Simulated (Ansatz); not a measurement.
in.yaml

```yaml
crystal:
  periodic: [false, false, false]
  atoms:
    - {symbol: Al, position_ang: [0.000000, 0.018665, -0.115994]}
    - {symbol: H, position_ang: [0.000000, -0.366128, 1.925056]}
    - {symbol: H, position_ang: [-0.000001, 0.403458, 1.925056]}
    - {symbol: H, position_ang: [-0.000002, 1.555600, -0.332145]}
    - {symbol: H, position_ang: [0.000003, -2.092559, -0.412913]}
basis:
  gaussian: {orbitals: cc-pVDZ}
total_charge: 1
magnetization: {spin_polarized: false}
hamiltonian: {xc: {name: r2SCAN}}
correlation: {method: ccsdt, electrons: outside_noble_gas}
output: {forces: true}
```

```sh
$ ansatz run in.yaml --threads 1 --pin off --events-out ev --progress --plain --max-ram 2393MiB
```

The program prints:

```
696 factors; integrals over basis functions are off by at most 2.1e-7 eV
mean field evaluation 1: about -6649.7418 eV, gradient 1.1e1 eV
mean field evaluation 2: about -6649.7380 eV, gradient 1.1e1 eV
mean field evaluation 4: about -6650.3106 eV, gradient 1.2e0 eV
mean field evaluation 8: about -6650.3191 eV, gradient 8.9e-3 eV
mean field evaluation 16: about -6650.3191 eV, gradient 3.6e-6 eV
mean field -6650.31911244 eV, -244.3947196341 hartree, gradient 3.6e-6 eV, S^2 0.000000; 0 other end points of the search recorded, 0 dependent functions left out
5 core orbitals not correlated: weight in the atoms' cores, before any rotation towards them, 1.000 or more for the frozen orbitals, at most 0.000 for the correlated occupied ones
reference -6635.62280589 eV, -243.8546403296 hartree; 3, 3 occupied and 30, 30 virtual orbitals, 696 factors
second order -2.38386664 eV of doubles, -0.12286991 eV of singles
cycle   1  -3.00235797 eV  change   -5.0e-1 eV  update   6.4e-2
cycle   2  -3.28694505 eV  change   -2.8e-1 eV  update   3.0e-2
cycle   3  -3.30243272 eV  change   -1.5e-2 eV  update   9.9e-3
cycle   4  -3.30699407 eV  change   -4.6e-3 eV  update   4.8e-3
cycle   5  -3.30825108 eV  change   -1.3e-3 eV  update   1.6e-3
cycle   6  -3.30799365 eV  change    2.6e-4 eV  update   7.3e-4
cycle   7  -3.30826382 eV  change   -2.7e-4 eV  update   2.5e-4
cycle   8  -3.30837154 eV  change   -1.1e-4 eV  update   7.1e-5
cycle   9  -3.30834956 eV  change    2.2e-5 eV  update   2.5e-5
cycle  10  -3.30834445 eV  change    5.1e-6 eV  update   7.9e-6
cycle  11  -3.30834349 eV  change    9.6e-7 eV  update   2.5e-6
cycle  12  -3.30834399 eV  change   -5.0e-7 eV  update   8.3e-7
cycle  13  -3.30834408 eV  change   -9.4e-8 eV  update   3.1e-7
the calculation of the forces begins
Total energy: -6638.93114997 eV, -243.9762197321 hartree
Atom 0 at     0.000000     0.018665    -0.115994 Å, force     0.000004    -3.014085    -0.563814 eV/Å
Atom 1 at     0.000000    -0.366128     1.925056 Å, force     0.000000    -0.248005     0.070428 eV/Å
Atom 2 at    -0.000001     0.403458     1.925056 Å, force    -0.000000     0.261848     0.121442 eV/Å
Atom 3 at    -0.000002     1.555600    -0.332145 Å, force    -0.000000     0.134569    -0.023595 eV/Å
Atom 4 at     0.000003    -2.092559    -0.412913 Å, force    -0.000004     2.865672     0.395539 eV/Å
Dipole moment:    -0.000000     0.009031     0.220745 e Å
```

Forces (eV/Å):
```
Al   0.000 -3.014 -0.564
H    0.000 -0.248  0.070
H    0.000  0.262  0.121
H    0.000  0.135 -0.024
H    0.000  2.866  0.396
```

Ran on 1 thread of Arm Neoverse V2, shared host: 5 s wall, 0.16 GiB peak host memory.
